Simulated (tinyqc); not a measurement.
Worked calculation: geometry optimisation on the UHF/sto-3g surface (energies and gradients from PySCF), for BH, spin multiplicity 3. One step of it, computed by the program tinyqc.

Task: Step 1: move. Quasi-Newton step p = -H^(-1) g (first H = 1 times the unit matrix); steps longer than 0.1 bohr are cut back.

positions at the start (bohr):
```
           x         y         z
1B  0.000000  0.000000  0.000000
2H  0.000000  0.000000  2.250664
```

gradient (hartree/bohr):
```
             x           y            z
1B  0.00000000  0.00000000  -0.02295620
2H  0.00000000  0.00000000   0.02295620
```

Give: positions after step 1.

Result:

positions after step 1 (bohr):
```
        x      y      z
1B  0.000  0.000  0.023
2H  0.000  0.000  2.228
```
